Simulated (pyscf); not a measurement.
# Routes from CH₄ (SMILES C) + •H₂Si–Cl (SMILES [SiH2]Cl)

Candidate steps break at most two bonds and form at most two. Each was searched with GFN2-xTB (tblite) first. Single points on ωB97X-D3(BJ)/def2-SVP structures (PySCF, gas phase). MP2 and CC: frozen core, UHF for open shells. ΔMP2 is the change of the MP2 total energy from the triple- to the quadruple-zeta basis. Energies: CCSD(T)/def2-TZVPP + ΔMP2(QZVPP), kJ/mol, from the separated reactants, doublet surface; ΔG‡ with ideal gas, 1 atm, RRHO with modes under 100 cm⁻¹ raised to 100, one conformer, R ln 2 for chiral ones without a mode under 150 cm⁻¹.

```tsv
products	type	ΔE‡	ΔE	ΔG‡ 298 K	ΔG‡ 900 K	ν‡ (cm⁻¹)
CH₃• + H₃Si–Cl	hydrogen abstraction	100.8	+64.9	120.3	183.9	999i
H₃C–SiH₂–Cl + H•	substitution at C	196.1	+71.4	219.8	289.8	1499i
```

Plain bond fissions and candidates not yet searched are not listed, and one of them may be faster. Each barrier is that of the saddle found; lower ones may exist. The CCSD(T) − MP2 part came from Ansatz, without density fitting, on the same reference.
